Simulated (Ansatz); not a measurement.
## Active spaces for NO2 (charge -1), singlet

Computed with Ansatz's Gaussian-basis code (development build). Basis cc-pVDZ, nonrelativistic, 3 orbitals frozen in the corrections. State-specific CASSCF; RHF is the lowest restricted (open-shell) Hartree–Fock solution met. Solutions may break the symmetry of the shape. No proof that the lowest CASSCF solution was found.

Geometry:

```xyz
3

N     0.0000    0.0000   -0.4566
O     0.0000    1.0612    0.1998
O     0.0000   -1.0612    0.1998
```

(1) What do CASSCF and its corrections give against RHF in CAS(4,3), and what are the occupations?

Results:

(1) CASSCF -0.955 eV, SC-NEVPT2 -14.888 eV; occupations 1.98, 1.94, 0.08.
